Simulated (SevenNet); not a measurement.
**Tetragonal perovskite BaTiO3 (room-temperature form, which distorts further on cooling)**

All values below come from the machine-learned potential SevenNet-l3i5 (trained on PBE and PBE+U data).

Cell (relaxed at this level):

```cif
data_BaO3Ti
_chemical_formula_sum 'Ba1 Ti1 O3'
_space_group_name_H-M_alt 'P4mm'
_space_group_IT_number 99
_space_group_name_Hall 'P 4 -2'
_cell_length_a 4.00324
_cell_length_b 4.00324
_cell_length_c 4.19818
_cell_angle_alpha 90.000
_cell_angle_beta 90.000
_cell_angle_gamma 90.000
loop_
_atom_site_label
_atom_site_type_symbol
_atom_site_symmetry_multiplicity
_atom_site_Wyckoff_symbol
_atom_site_fract_x
_atom_site_fract_y
_atom_site_fract_z
_atom_site_occupancy
Ba1 Ba 1 a 0.00000 0.00000 0.00878 1
Ti1 Ti 1 b 0.50000 0.50000 0.52777 1
O1 O 1 b 0.50000 0.50000 0.96292 1
O2 O 2 c 0.00000 0.50000 0.48226 1
```

For tetragonal perovskite BaTiO3 (room-temperature form, which distorts further on cooling), the lattice constant a is 4.003 Å and the c axis length comes out as 4.198 Å.

Measured, for comparison: lattice constant a 3.994 Å, lattice parameter c 4.034 Å (300 K, not corrected to a static lattice; as tabulated in Wikipedia's data pages). Computed (rounded) less measured: lattice constant a +0.2 %, lattice parameter c +4.1 %.

A machine-learned potential is trained on density-functional data: it inherits that level's misses and adds fitting errors of its own.

Note: the model gives imaginary modes for this phase (in the spectrum interpolated from a supercell); the relaxation could not lower the start's symmetry, so the cell can be a saddle point above a distorted one.
